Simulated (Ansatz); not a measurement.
**SbH2, quartet: the ladder up to UCCSDT(Q)**

Geometry: that of the SbH2⁻, triplet, kept fixed.

```xyz
3

Sb    0.0000    0.0000    0.0000
H     0.0000    0.0000   -2.1109
H     0.0000    0.0000    2.1109
```

Basis def2-TZVPD with its core potentials; Ansatz 0.2.0. Correlated methods freeze the noble-gas cores and the filled d shells of p-block atoms, which leaves 7 electrons in 65 orbitals. Prefix R: restricted or restricted open-shell reference; prefix U: unrestricted. Active spaces: valence = (7e, 6o) chosen from the atoms' valence shells. No spin–orbit coupling is included; scalar relativity enters through the core potentials alone.

Full CI isn't at hand for all of this; UCCSDT(Q) serves as the reference, and is uncertain by about the last step of the cluster series. The frozen core follows each run's orbitals, which can shift R against U totals by a few meV for light atoms and by up to 0.1 eV past Ca.

Unrestricted rows (U) aren't spin-pure: their determinants' ⟨S²⟩ exceeds S(S+1) by up to 0.14, so they mix in states of higher spin.

* UHF ⟨S²⟩: 3.886
* T1 diagnostic (RCCSD): 0.0353
* largest doubles amplitude (RCCSD): 0.143
* T1 diagnostic (UCCSD): 0.0366

Question: From what is known of these methods and the diagnostics, rank them by the size of their error in total energy against UCCSDT(Q) in def2-TZVPD, smallest first (an estimate: the text doesn't fix the numbers).
A. UCCSDT
B. UMP2
C. UCCSD(T)
D. UCCSD
E. UHF

Answer: A (0.11 kcal/mol), C (0.96 kcal/mol), D (3.75 kcal/mol), B (22.37 kcal/mol), E (74.99 kcal/mol).

All errors are against UCCSDT(Q) in def2-TZVPD. Within each family the higher level lies nearer, as is usual though not guaranteed.

Natural occupations of CASSCF (valence space) about the gap: 1.995 1.917 1.002 1.000 1.000 0.086; effectively unpaired electrons, Σ n²(2−n)², 3.05.
